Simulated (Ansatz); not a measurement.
Ansatz (a quantum-chemistry and plane-wave program) input:

Ansatz 0.2 input:
```yaml
crystal:
  periodic: [false, false, false]
  atoms:
    - {symbol: C, position_ang: [-0.62506249, 0.09868167, 0.06335550]}
    - {symbol: F, position_ang: [0.74037567, -0.11688673, -0.07504349]}
    - {symbol: H, position_ang: [-0.89947162, -0.04282710, 1.10961518]}
    - {symbol: H, position_ang: [-0.85396320, 1.11823461, -0.24985477]}
    - {symbol: H, position_ang: [-1.15957127, -0.61551701, -0.56450199]}
basis:
  gaussian:
    orbitals: def2-TZVPD
hamiltonian:
  xc: {name: SVWN5}
output: {forces: true}
```

Problem. Which total energy does the run end on?

Solution. -138.77879 Eh (SVWN5/def2-TZVPD). The basis has 104 functions.
